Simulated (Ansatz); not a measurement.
HCO, doublet: CASSCF and its corrections

Computed with Ansatz's Gaussian-basis code (development build). Basis cc-pVDZ, nonrelativistic, 2 orbitals frozen in the corrections. State-specific CASSCF; RHF is the lowest restricted (open-shell) Hartree–Fock solution met. No symmetry is imposed, so a solution can break that of the shape. No proof that the lowest CASSCF solution was found.

Geometry:

```xyz
3

C     0.0000    0.4471   -0.3001
H     0.0000    1.3738    0.1812
O     0.0000   -0.5070    0.2024
```

**Question.** What do CASSCF and its corrections give against RHF in CAS(11,9), and what are the occupations?

**Answer.** CASSCF -3.042 eV, SC-NEVPT2 -7.326 eV; occupations 2.00, 2.00, 1.98, 1.98, 1.96, 1.01, 0.05, 0.02, 0.01.
